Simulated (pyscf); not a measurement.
A first-order saddle from PySCF, ωB97X-D3(BJ)/def2-SVP:

```xyz
8

O     -0.3423    -0.9754     0.2397
Si     0.9573    -0.0823    -0.4328
F      0.4118     1.3591    -0.8955
H     -1.3020    -1.1236    -0.2212
H      1.3972    -0.8519    -1.6094
H      1.9319     0.0787     0.6600
Cl    -2.8295    -0.6371     0.6906
H     -1.0120    -0.6233     1.0033
```
Charge 0, spin multiplicity 1.

Surface: singlet, charge 0. Lowest wavenumbers (cm⁻¹): 1268i, 44, 59, 290, 371.

Task: Name the species on either side of this saddle.

Result: HO–SiH₂–F + HCl ⇌ HO–SiH₂–F + HCl, a four-centre exchange read from left to right: H–O, Cl–H broken and H–O, Cl–H formed. At CCSD(T)/def2-TZVPP + ΔMP2(QZVPP) it lies +31.4 kcal/mol from the left side and +31.4 kcal/mol from the right (each side as separated species at their lowest minima found). On the reactant side the descent ends in a complex, 4.4 kcal/mol under the separated species and 34.5 kcal/mol under the saddle at ωB97X-D3(BJ)/def2-TZVP. On the product side the descent ends in a complex, 4.4 kcal/mol under the separated species and 34.4 kcal/mol under the saddle at ωB97X-D3(BJ)/def2-TZVP. One saddle was located; it need not be the lowest between these sides. The CCSD(T) − MP2 part came from Ansatz, without density fitting, on the same reference.
